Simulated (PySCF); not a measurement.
**Atomic charges against the basis set**

C3H3NOS.
Geometry (PBE0-D3(BJ)/def2-SVP, Å), atoms numbered from 1 in this order:
```
atom  x, y, z in Å
S1     2.3130    0.3862   -0.2747
C2     0.6178    0.0600   -0.0407
C3    -0.4953    0.5413   -0.6734
C4    -1.5458   -0.1325    0.0027
N5    -1.1052   -0.9304    0.9382
O6     0.2612   -0.8077    0.9093
H7     2.7082   -0.4424    0.7160
H8    -0.5529    1.2576   -1.4874
H9    -2.6203   -0.0581   -0.1671
```

PBE0 throughout (PySCF), one geometry, spherical d and f functions. Isolated species at its PBE0-D3(BJ)/def2-SVP geometry (one conformer only). The first 7 of 9 kinds of atom are listed.

Mulliken charges (e):

```tsv
basis	functions	S1	C2	C3	C4	N5	O6	H7
STO-3G	37	+0.175	-0.015	-0.143	-0.034	-0.135	-0.081	+0.026
6-31G	64	+0.247	-0.022	-0.235	-0.022	-0.113	-0.405	+0.110
pcSseg-0	64	+0.167	-0.003	-0.318	+0.051	-0.193	-0.478	+0.224
6-31G*	94	+0.037	+0.171	-0.298	+0.013	-0.136	-0.343	+0.148
def2-SVP	103	+0.024	+0.110	-0.151	+0.056	-0.049	-0.213	+0.117
cc-pVDZ	103	+0.001	+0.118	-0.166	+0.137	-0.120	-0.163	+0.130
pcSseg-1	124	+0.036	+0.151	-0.280	+0.124	-0.134	-0.307	+0.175
aug-cc-pVDZ	169	+0.106	+0.346	+0.784	+0.198	-0.210	-0.679	+0.120
6-311+G(2d,p)	188	-0.350	+0.571	-0.333	+0.046	-0.332	-0.010	+0.147
def2-TZVP	210	-0.138	+0.160	-0.198	-0.075	-0.122	-0.098	+0.179
cc-pVTZ	226	-0.073	+0.161	-0.252	-0.049	-0.084	-0.098	+0.126
IGLO-III	249	+0.194	+0.135	-0.232	+0.117	-0.235	-0.144	-0.011
```

IAO charges (e):

| basis | functions | S1 | C2 | C3 | C4 | N5 | O6 | H7 |
| --- | --- | --- | --- | --- | --- | --- | --- | --- |
| STO-3G | 37 | +0.178 | -0.045 | -0.234 | -0.107 | -0.099 | -0.054 | +0.054 |
| 6-31G | 64 | +0.038 | +0.053 | -0.256 | -0.065 | -0.124 | -0.157 | +0.136 |
| pcSseg-0 | 64 | +0.040 | +0.047 | -0.257 | -0.060 | -0.122 | -0.157 | +0.143 |
| 6-31G* | 94 | +0.060 | +0.075 | -0.266 | -0.039 | -0.133 | -0.159 | +0.114 |
| def2-SVP | 103 | +0.061 | +0.077 | -0.272 | -0.040 | -0.132 | -0.157 | +0.120 |
| cc-pVDZ | 103 | +0.052 | +0.080 | -0.276 | -0.042 | -0.129 | -0.157 | +0.123 |
| pcSseg-1 | 124 | +0.061 | +0.073 | -0.275 | -0.040 | -0.135 | -0.162 | +0.123 |
| aug-cc-pVDZ | 169 | +0.047 | +0.086 | -0.281 | -0.040 | -0.141 | -0.160 | +0.130 |
| 6-311+G(2d,p) | 188 | +0.060 | +0.080 | -0.281 | -0.039 | -0.143 | -0.161 | +0.123 |
| def2-TZVP | 210 | +0.063 | +0.080 | -0.281 | -0.039 | -0.140 | -0.162 | +0.121 |
| cc-pVTZ | 226 | +0.055 | +0.083 | -0.281 | -0.040 | -0.138 | -0.160 | +0.125 |
| IGLO-III | 249 | +0.067 | +0.080 | -0.283 | -0.040 | -0.143 | -0.162 | +0.122 |

Question: Which scheme is steadiest as the basis changes?

Answer: Largest range over the bases for any column: IAO 0.14 e, Mulliken 1.12 e. IAO charges move least and Mulliken charges most, counted in e. Without the minimal STO-3G basis the ranges are IAO 0.04, Mulliken 1.12 e.

Question: How much do the charges still move between the two largest bases, cc-pVTZ and IGLO-III?

Answer: At most, over all atoms: Mulliken 0.267 e, IAO 0.012 e.

Question: What do the same runs give for the total energy, the frontier levels and the dipole moment?

Answer: 
```tsv
basis	energy (Eh)	HOMO (eV)	LUMO (eV)	μ (D)
STO-3G	-636.2994	-4.24	2.81	2.01
6-31G	-643.6635	-6.99	-0.39	2.07
pcSseg-0	-642.7416	-7.25	-0.67	2.08
6-31G*	-643.7877	-6.75	-0.16	1.86
def2-SVP	-643.5063	-6.85	-0.34	1.96
cc-pVDZ	-643.8361	-6.77	-0.23	1.83
pcSseg-1	-643.7675	-6.97	-0.49	1.98
aug-cc-pVDZ	-643.8542	-6.93	-0.58	2.09
6-311+G(2d,p)	-643.8964	-6.92	-0.59	2.11
def2-TZVP	-643.9216	-6.90	-0.51	2.04
cc-pVTZ	-643.9174	-6.88	-0.44	1.98
IGLO-III	-643.9207	-6.87	-0.49	2.18
```

The dipole is fixed by the density alone, so its range of 0.35 D shows that the density itself changes with the basis, not only its division among atoms.
